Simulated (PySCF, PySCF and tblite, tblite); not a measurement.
# C₄H₁₀: conformers and averaged spectra, part 1 of 2

Which conformers does C₄H₁₀ (`CCCC`) populate, and what do their averaged NMR parameters look like?

Programs: PySCF 2.14.0 with density-fitted response routines of our own, and tblite 0.8.0. All values are computed, except where a source is named. Atoms count from 0 throughout.

## Step 1: The starting structure

14 atoms, charge 0, multiplicity 1; geometry from: MMFF94s geometry.

Bonds of the start (Å): C0–C1 1.53, C0–H4 1.08, C0–H5 1.10, C0–H6 1.09, C1–C2 1.52, C1–H7 1.08, C1–H8 1.10, C2–C3 1.53, C2–H10 1.09, C2–H9 1.10, C3–H11 1.08, C3–H12 1.10, C3–H13 1.09.

## Step 2: GFN2-xTB relaxation, conformer 1

Job settings and geometry (Å):

```
{"job": {"xc": "GFN2-xTB", "basis": "xTB", "kind": "relax"}, "charge": 0, "multiplicity": 1}
C      1.905000     0.345800     0.156700
C      0.584700    -0.096200    -0.485800
C     -0.581300     0.096700     0.475900
C     -1.898200    -0.341600    -0.169700
H      2.726200     0.194200    -0.530800
H      1.856500     1.411000     0.414300
H      2.107800    -0.217700     1.064700
H      0.431200     0.469500    -1.396400
H      0.674100    -1.161700    -0.751700
H     -0.674200     1.157000     0.753700
H     -0.428900    -0.467000     1.395400
H     -2.111800     0.217300    -1.070300
H     -1.867600    -1.410700    -0.410400
H     -2.724100    -0.197100     0.532000
```

Run with:

```
$ OMP_NUM_THREADS=1 python ens_run.py task.json out
```

One launch serves the whole session.

Standard output:

```text
step      E/eV     max force
  0    -371.82611    0.848
  1    -371.84187    0.157
  2    -371.84389    0.116
  3    -371.84594    0.065
  4    -371.84633    0.043
  5    -371.84670    0.041
  6    -371.84684    0.031
  7    -371.84684    0.031
  8    -371.84690    0.021
  9    -371.84698    0.013
 10    -371.84700    0.012
 11    -371.84702    0.010
 12    -371.84703    0.007
 13    -371.84704    0.007
 14    -371.84705    0.005
 15    -371.84705    0.004
```

It took 0.05 s on 1 thread of Intel Xeon 6975P-C, shared host.

The energy fell by 0.021 eV, and the atoms moved 0.01 Å (root mean square).

GFN2-xTB relaxation, conformer 2:

Job settings and geometry (Å):

```
{"job": {"xc": "GFN2-xTB", "basis": "xTB", "kind": "relax"}, "charge": 0, "multiplicity": 1}
C     -1.524400     0.275300     0.523100
C     -0.670000    -0.734700    -0.210400
C      0.613300    -0.140300    -0.800400
C      1.577200     0.398800     0.229700
H     -1.031000     0.673700     1.417800
H     -1.794800     1.114200    -0.135900
H     -2.464400    -0.188100     0.850800
H     -0.396000    -1.545600     0.492700
H     -1.250000    -1.191500    -1.007400
H      0.336700     0.668700    -1.493700
H      1.107100    -0.912000    -1.395400
H      2.497200     0.723100    -0.244300
H      1.155600     1.245700     0.791400
H      1.843000    -0.387700     0.959800
```

Standard output:

```text
step      E/eV     max force
  0    -371.79329    0.870
  1    -371.81713    0.171
  2    -371.81850    0.097
  3    -371.81968    0.061
  4    -371.82000    0.047
  5    -371.82024    0.023
  6    -371.82024    0.023
  7    -371.82029    0.021
  8    -371.82038    0.015
  9    -371.82040    0.016
 10    -371.82051    0.021
 11    -371.82057    0.022
 12    -371.82062    0.020
 13    -371.82067    0.018
 14    -371.82072    0.020
 15    -371.82078    0.021
 16    -371.82084    0.017
 17    -371.82087    0.009
 18    -371.82088    0.008
 19    -371.82089    0.007
 20    -371.82090    0.006
 21    -371.82090    0.005
 22    -371.82091    0.005
 23    -371.82091    0.005
 24    -371.82091    0.005
 25    -371.82092    0.005
 26    -371.82092    0.006
 27    -371.82093    0.008
 28    -371.82093    0.009
 29    -371.82094    0.010
 30    -371.82096    0.013
 31    -371.82098    0.012
 32    -371.82101    0.011
 33    -371.82103    0.012
 34    -371.82104    0.011
 35    -371.82106    0.010
 36    -371.82107    0.008
 37    -371.82109    0.010
 38    -371.82111    0.013
 39    -371.82113    0.011
 40    -371.82114    0.009
 41    -371.82115    0.006
 42    -371.82116    0.006
 43    -371.82116    0.006
 44    -371.82117    0.005
 45    -371.82117    0.005
 46    -371.82118    0.006
 47    -371.82118    0.006
 48    -371.82118    0.005
 49    -371.82119    0.003
```

It took 0.1 s on 1 thread of Intel Xeon 6975P-C, shared host.

Gain 0.028 eV; displacement 0.03 Å root mean square.

## Step 3: Shieldings, conformer 1: WP04/pcSseg-1

Job settings and geometry (Å):

```
{"job": {"xc": "WP04", "basis": "pcSseg-1", "kind": "nmr", "pop": true}, "charge": 0, "multiplicity": 1}
C      1.904525     0.349861     0.157114
C      0.592217    -0.098952    -0.474090
C     -0.591659     0.098153     0.469616
C     -1.905134    -0.349573    -0.159860
H      2.733152     0.198491    -0.530946
H      1.862152     1.405816     0.415943
H      2.104705    -0.215656     1.064811
H      0.418645     0.468003    -1.391713
H      0.662660    -1.154630    -0.746447
H     -0.661290     1.153829     0.742159
H     -0.417543    -0.469050     1.386991
H     -2.105720     0.215159    -1.067981
H     -1.864843    -1.406019    -0.416958
H     -2.732544    -0.195904     0.529194
```

Standard output:

```text
coarse grid: 10544 points
cycle   1  E = -162.6508486829  dE =  2.200e-02  |g| = 6.341e-01  |ddm| = 3.092e+00
cycle   2  E = -162.5901747879  dE =  6.067e-02  |g| = 7.903e-01  |ddm| = 1.161e+00
cycle   3  E = -162.7593718791  dE = -1.692e-01  |g| = 3.858e-02  |ddm| = 6.851e-01
cycle   4  E = -162.7596151786  dE = -2.433e-04  |g| = 2.137e-02  |ddm| = 4.943e-02
cycle   5  E = -162.7597208559  dE = -1.057e-04  |g| = 4.202e-03  |ddm| = 1.692e-02
cycle   6  E = -162.7597249313  dE = -4.075e-06  |g| = 3.025e-04  |ddm| = 2.895e-03
final grid: 98552 points
cycle   7  E = -162.7974817054  dE = -5.441e-05  |g| = 9.097e-03  |ddm| = 2.723e-02
cycle   8  E = -162.7974692033  dE =  1.250e-05  |g| = 1.140e-02  |ddm| = 1.550e-02
cycle   9  E = -162.7975030868  dE = -3.388e-05  |g| = 3.537e-04  |ddm| = 8.931e-03
cycle  10  E = -162.7975031057  dE = -1.895e-08  |g| = 2.204e-04  |ddm| = 4.560e-04
cycle  11  E = -162.7975031172  dE = -1.148e-08  |g| = 2.498e-05  |ddm| = 1.553e-04
cycle  12  E = -162.7975031173  dE = -1.457e-10  |g| = 2.139e-06  |ddm| = 2.291e-05
converged SCF energy = -162.7975031173

GIAO shielding tensors (ppm)
atom      isotropic    diamagn.    paramagn.     s11        s22        s33       span
  0 C      156.397     247.142     -90.744    145.603    149.863    173.725     28.122
  1 C      143.607     249.823    -106.216    130.969    141.119    158.733     27.764
  2 C      143.567     249.832    -106.265    130.851    141.112    158.738     27.887
  3 C      156.418     247.130     -90.712    145.644    149.898    173.712     28.068
  4 H       30.832      28.864       1.968     26.762     28.313     37.421     10.658
  5 H       31.082      30.709       0.373     27.435     29.398     36.412      8.977
  6 H       31.085      30.714       0.370     27.435     29.408     36.412      8.977
  7 H       30.794      33.097      -2.304     26.614     30.645     35.121      8.507
  8 H       30.792      33.098      -2.306     26.611     30.645     35.119      8.508
  9 H       30.792      33.113      -2.320     26.603     30.661     35.113      8.509
 10 H       30.792      33.112      -2.320     26.609     30.656     35.112      8.503
 11 H       31.084      30.704       0.380     27.433     29.407     36.412      8.980
 12 H       31.080      30.699       0.381     27.433     29.391     36.415      8.982
 13 H       30.832      28.867       1.965     26.761     28.316     37.418     10.656
```

Run time: 6.4 s. Hardware: 1 thread of Intel Xeon 6975P-C, shared host; peak memory 0.52 GiB.

In short: HOMO -10.17 eV, LUMO 0.17 eV; dipole 0.00 D.

## Step 4: Single-point energy, conformer 1: PBE0/def2-TZVP

Changed since step 3:

```diff
@@ -1,2 +1,2 @@
-{"job": {"xc": "WP04", "basis": "pcSseg-1", "kind": "nmr", "pop": true}, "charge": 0, "multiplicity": 1}
+{"job": {"xc": "PBE0", "basis": "def2-TZVP", "kind": "sp"}, "charge": 0, "multiplicity": 1}
 C      1.904525     0.349861     0.157114
```

Standard output:

```text
coarse grid: 10544 points
cycle   1  E = -158.2715421727  dE =  9.969e-02  |g| = 4.074e-01  |ddm| = 2.336e+00
cycle   2  E = -158.2601797519  dE =  1.136e-02  |g| = 4.659e-01  |ddm| = 6.741e-01
cycle   3  E = -158.3168711106  dE = -5.669e-02  |g| = 2.342e-02  |ddm| = 3.750e-01
cycle   4  E = -158.3169398129  dE = -6.870e-05  |g| = 1.635e-02  |ddm| = 2.632e-02
cycle   5  E = -158.3170021446  dE = -6.233e-05  |g| = 2.455e-03  |ddm| = 1.052e-02
cycle   6  E = -158.3170034901  dE = -1.346e-06  |g| = 1.894e-04  |ddm| = 1.679e-03
final grid: 98552 points
cycle   7  E = -158.3063891151  dE = -6.442e-05  |g| = 8.067e-03  |ddm| = 4.961e-02
cycle   8  E = -158.3063843093  dE =  4.806e-06  |g| = 9.060e-03  |ddm| = 1.208e-02
cycle   9  E = -158.3064052047  dE = -2.090e-05  |g| = 4.020e-04  |ddm| = 6.566e-03
cycle  10  E = -158.3064052353  dE = -3.061e-08  |g| = 2.033e-04  |ddm| = 4.030e-04
cycle  11  E = -158.3064052449  dE = -9.589e-09  |g| = 3.084e-05  |ddm| = 1.277e-04
cycle  12  E = -158.3064052451  dE = -2.148e-10  |g| = 2.771e-06  |ddm| = 2.444e-05
converged SCF energy = -158.3064052451
```

Wall time 5.2 s (1 thread of Intel Xeon 6975P-C, shared host); peak memory 0.61 GiB.

This run: HOMO -8.97 eV, LUMO 1.28 eV; dipole 0.00 D.

## Step 5: Shieldings, conformer 2: WP04/pcSseg-1

Job settings and geometry (Å):

```
{"job": {"xc": "WP04", "basis": "pcSseg-1", "kind": "nmr", "pop": false}, "charge": 0, "multiplicity": 1}
C     -1.541742     0.282975     0.512977
C     -0.660451    -0.740084    -0.193879
C      0.601441    -0.128512    -0.803373
C      1.586733     0.379943     0.242658
H     -1.033032     0.709147     1.373510
H     -1.806360     1.090662    -0.166322
H     -2.459339    -0.186139     0.861043
H     -0.375039    -1.522724     0.513015
H     -1.239253    -1.211503    -0.991944
H      0.318626     0.693785    -1.464945
H      1.096393    -0.887975    -1.413812
H      2.498570     0.729544    -0.236619
H      1.164394     1.206271     0.808370
H      1.848382    -0.415863     0.937156
```

Standard output:

```text
coarse grid: 10544 points
cycle   1  E = -162.6479418580  dE =  2.383e-02  |g| = 6.374e-01  |ddm| = 3.086e+00
cycle   2  E = -162.5796227457  dE =  6.832e-02  |g| = 8.124e-01  |ddm| = 1.171e+00
cycle   3  E = -162.7569829804  dE = -1.774e-01  |g| = 4.375e-02  |ddm| = 6.968e-01
cycle   4  E = -162.7573635753  dE = -3.806e-04  |g| = 1.583e-02  |ddm| = 5.078e-02
cycle   5  E = -162.7574136249  dE = -5.005e-05  |g| = 6.465e-03  |ddm| = 1.450e-02
cycle   6  E = -162.7574234697  dE = -9.845e-06  |g| = 6.637e-04  |ddm| = 5.134e-03
final grid: 98552 points
cycle   7  E = -162.7958909488  dE = -5.282e-05  |g| = 8.845e-03  |ddm| = 2.531e-02
cycle   8  E = -162.7958777726  dE =  1.318e-05  |g| = 1.135e-02  |ddm| = 1.506e-02
cycle   9  E = -162.7959110476  dE = -3.327e-05  |g| = 3.349e-04  |ddm| = 8.748e-03
cycle  10  E = -162.7959110682  dE = -2.062e-08  |g| = 1.558e-04  |ddm| = 4.257e-04
cycle  11  E = -162.7959110734  dE = -5.127e-09  |g| = 5.180e-05  |ddm| = 1.328e-04
cycle  12  E = -162.7959110740  dE = -6.352e-10  |g| = 4.742e-06  |ddm| = 4.288e-05
converged SCF energy = -162.7959110740

GIAO shielding tensors (ppm)
atom      isotropic    diamagn.    paramagn.     s11        s22        s33       span
  0 C      158.962     248.595     -89.633    144.740    159.099    173.046     28.305
  1 C      145.550     248.916    -103.366    137.870    142.173    156.608     18.739
  2 C      145.559     248.916    -103.357    137.907    142.180    156.590     18.683
  3 C      158.920     248.596     -89.676    144.644    159.091    173.025     28.380
  4 H       30.847      32.281      -1.434     26.535     30.517     35.488      8.953
  5 H       31.354      31.341       0.013     27.754     29.351     36.957      9.203
  6 H       30.919      29.299       1.621     26.900     28.385     37.474     10.574
  7 H       30.878      32.518      -1.640     27.195     29.655     35.783      8.589
  8 H       30.451      31.149      -0.698     25.758     29.341     36.254     10.496
  9 H       30.875      32.510      -1.635     27.198     29.649     35.778      8.580
 10 H       30.448      31.146      -0.697     25.752     29.340     36.254     10.502
 11 H       30.915      29.291       1.624     26.896     28.382     37.467     10.571
 12 H       30.840      32.268      -1.428     26.536     30.498     35.487      8.952
 13 H       31.352      31.347       0.005     27.750     29.359     36.947      9.196
```

Wall time 5.4 s (1 thread of Intel Xeon 6975P-C, shared host); peak memory 0.55 GiB.

Key values: HOMO -10.21 eV, LUMO 0.10 eV; dipole 0.05 D.

## Step 6: Single-point energy, conformer 2: PBE0/def2-TZVP

Changed since step 5:

```diff
@@ -1,2 +1,2 @@
-{"job": {"xc": "WP04", "basis": "pcSseg-1", "kind": "nmr", "pop": false}, "charge": 0, "multiplicity": 1}
+{"job": {"xc": "PBE0", "basis": "def2-TZVP", "kind": "sp"}, "charge": 0, "multiplicity": 1}
 C     -1.541742     0.282975     0.512977
```

Standard output:

```text
coarse grid: 10544 points
cycle   1  E = -158.2694548869  dE =  1.018e-01  |g| = 4.106e-01  |ddm| = 2.341e+00
cycle   2  E = -158.2548581383  dE =  1.460e-02  |g| = 4.824e-01  |ddm| = 6.791e-01
cycle   3  E = -158.3152045020  dE = -6.035e-02  |g| = 2.716e-02  |ddm| = 3.795e-01
cycle   4  E = -158.3153401920  dE = -1.357e-04  |g| = 1.305e-02  |ddm| = 3.005e-02
cycle   5  E = -158.3153780333  dE = -3.784e-05  |g| = 3.705e-03  |ddm| = 9.656e-03
cycle   6  E = -158.3153811803  dE = -3.147e-06  |g| = 4.734e-04  |ddm| = 2.486e-03
final grid: 98552 points
cycle   7  E = -158.3051485700  dE = -6.304e-05  |g| = 8.190e-03  |ddm| = 5.897e-02
cycle   8  E = -158.3051426557  dE =  5.914e-06  |g| = 9.417e-03  |ddm| = 1.274e-02
cycle   9  E = -158.3051650440  dE = -2.239e-05  |g| = 4.506e-04  |ddm| = 6.699e-03
cycle  10  E = -158.3051650892  dE = -4.517e-08  |g| = 1.500e-04  |ddm| = 4.941e-04
cycle  11  E = -158.3051650940  dE = -4.822e-09  |g| = 4.997e-05  |ddm| = 1.156e-04
cycle  12  E = -158.3051650946  dE = -5.730e-10  |g| = 6.610e-06  |ddm| = 3.720e-05
converged SCF energy = -158.3051650946
```

Run time: 5.4 s. Hardware: 1 thread of Intel Xeon 6975P-C, shared host; peak memory 0.62 GiB.

In short: HOMO -8.98 eV, LUMO 1.27 eV; dipole 0.10 D.

## Step 7: Couplings, conformer 1: B3LYP/6-31G*+pcJ-1

Job settings and geometry (Å):

```
{"job": {"xc": "B3LYP", "basis": {"default": "6-31G*", "H": "pcJ-1"}, "nuclei": ["H", "F", "P", "Si", "B"], "kind": "j"}, "charge": 0, "multiplicity": 1}
C      1.904525     0.349861     0.157114
C      0.592217    -0.098952    -0.474090
C     -0.591659     0.098153     0.469616
C     -1.905134    -0.349573    -0.159860
H      2.733152     0.198491    -0.530946
H      1.862152     1.405816     0.415943
H      2.104705    -0.215656     1.064811
H      0.418645     0.468003    -1.391713
H      0.662660    -1.154630    -0.746447
H     -0.661290     1.153829     0.742159
H     -0.417543    -0.469050     1.386991
H     -2.105720     0.215159    -1.067981
H     -1.864843    -1.406019    -0.416958
H     -2.732544    -0.195904     0.529194
```

Standard output:

```text
coarse grid: 10544 points
cycle   1  E = -158.4458802511  dE =  8.428e-02  |g| = 4.534e-01  |ddm| = 2.673e+00
cycle   2  E = -158.4226018368  dE =  2.328e-02  |g| = 5.442e-01  |ddm| = 9.251e-01
cycle   3  E = -158.5041603514  dE = -8.156e-02  |g| = 2.229e-02  |ddm| = 5.085e-01
cycle   4  E = -158.5042287518  dE = -6.840e-05  |g| = 1.476e-02  |ddm| = 3.264e-02
cycle   5  E = -158.5042810313  dE = -5.228e-05  |g| = 2.780e-03  |ddm| = 1.328e-02
cycle   6  E = -158.5042829143  dE = -1.883e-06  |g| = 1.351e-04  |ddm| = 2.141e-03
final grid: 98552 points
cycle   7  E = -158.4724956349  dE = -3.664e-05  |g| = 6.995e-03  |ddm| = 2.054e-02
cycle   8  E = -158.4724898701  dE =  5.765e-06  |g| = 8.355e-03  |ddm| = 1.279e-02
cycle   9  E = -158.4725085868  dE = -1.872e-05  |g| = 2.521e-04  |ddm| = 7.357e-03
cycle  10  E = -158.4725085969  dE = -1.017e-08  |g| = 1.567e-04  |ddm| = 3.597e-04
cycle  11  E = -158.4725086029  dE = -6.007e-09  |g| = 1.830e-05  |ddm| = 1.260e-04
cycle  12  E = -158.4725086030  dE = -8.083e-11  |g| = 1.856e-06  |ddm| = 1.751e-05
converged SCF energy = -158.4725086030

Indirect spin-spin couplings (Hz)
  i      j    bonds     total        FC       PSO       DSO        SD
  4 H    5 H    2    -13.800   -13.242     2.242    -2.801         -
  4 H    6 H    2    -13.799   -13.241     2.242    -2.801         -
  4 H    7 H    3      3.517     3.677     0.400    -0.560         -
  4 H    8 H    3      3.568     3.725     0.396    -0.554         -
  4 H    9 H    4     -0.717    -0.231     1.086    -1.572         -
  4 H   10 H    4     -0.717    -0.232     1.084    -1.569         -
  4 H   11 H    5     -0.363    -0.118     0.649    -0.894         -
  4 H   12 H    5     -0.364    -0.118     0.649    -0.895         -
  4 H   13 H    5     -0.151     0.202     0.905    -1.257         -
  5 H    6 H    2    -13.343   -12.813     2.178    -2.708         -
  5 H    7 H    3      3.995     4.147     0.427    -0.579         -
  5 H    8 H    3     14.315    15.278     1.974    -2.937         -
  5 H   10 H    4     -0.429    -0.249     0.404    -0.585         -
  5 H   12 H    5     -0.207     0.134     0.841    -1.182         -
  5 H   13 H    5     -0.362    -0.117     0.648    -0.893         -
  6 H    7 H    3     14.311    15.275     1.974    -2.937         -
  6 H    8 H    3      3.937     4.092     0.432    -0.588         -
  6 H    9 H    4     -0.426    -0.248     0.398    -0.576         -
  6 H   11 H    5     -0.211     0.130     0.841    -1.182         -
  6 H   13 H    5     -0.362    -0.117     0.649    -0.894         -
  7 H    8 H    2    -13.028   -12.685     1.871    -2.215         -
  7 H    9 H    3      3.860     3.955     0.358    -0.453         -
  7 H   10 H    3     12.453    13.407     1.939    -2.894         -
  7 H   12 H    4     -0.430    -0.248     0.407    -0.588         -
  7 H   13 H    4     -0.720    -0.235     1.083    -1.568         -
  8 H    9 H    3     12.469    13.423     1.939    -2.894         -
  8 H   10 H    3      3.868     3.963     0.357    -0.452         -
  8 H   11 H    4     -0.425    -0.248     0.399    -0.576         -
  8 H   13 H    4     -0.722    -0.236     1.086    -1.572         -
  9 H   10 H    2    -13.035   -12.691     1.870    -2.214         -
  9 H   11 H    3      3.916     4.073     0.433    -0.590         -
  9 H   12 H    3     14.321    15.284     1.974    -2.937         -
  9 H   13 H    3      3.595     3.751     0.393    -0.549         -
 10 H   11 H    3     14.319    15.282     1.974    -2.937         -
 10 H   12 H    3      4.013     4.165     0.424    -0.576         -
 10 H   13 H    3      3.507     3.667     0.400    -0.560         -
 11 H   12 H    2    -13.318   -12.786     2.180    -2.711         -
 11 H   13 H    2    -13.806   -13.248     2.242    -2.800         -
 12 H   13 H    2    -13.813   -13.255     2.242    -2.800         -
```

It took 8.3 s on 1 thread of Intel Xeon 6975P-C, shared host; peak memory 0.71 GiB.

Key values: HOMO -8.69 eV, LUMO 1.49 eV; dipole 0.00 D.

(Continued in part 2 of 2.)
